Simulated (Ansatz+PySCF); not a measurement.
doublet N₂H₄(+): levels of theory in one basis

```csv
atom,x (Å),y (Å),z (Å)
N,-0.0299,0.0000,0.6535
N,0.0299,0.0000,-0.6535
H,0.0085,-0.8807,1.1529
H,0.0085,0.8807,1.1529
H,-0.0085,-0.8807,-1.1529
H,-0.0085,0.8807,-1.1529
```

Basis set: cc-pVTZ (spherical functions). Correlated methods keep 2 orbitals frozen. Correlation on ROHF uses semicanonical orbitals with singles. Charge 1, multiplicity 2.

Computed with Ansatz (development build ahead of 0.2.0); each method stands on the lowest determinant of its kind that the runs found.

```tsv
method	E − E(ROHF) (eV)	<S²> of the determinant
ROHF	0.00	0.75
UHF	-0.24	0.77
ROHF-MP2	-11.30	–
UHF-MP2	-11.18	0.77
```

Problem. What does ROHF-CCSD(T) give on the same scale?

Solution. -12.12 eV.

Problem. Is a single determinant a sound starting point here?

Solution. By this sign, yes. Unrestricted orbitals gain 0.24 eV and <S²> is 0.77 against 0.75 for a pure state.

Caution for ROHF-MP2, UHF-MP2: MP2 on this radical cation hangs on the determinant chosen.
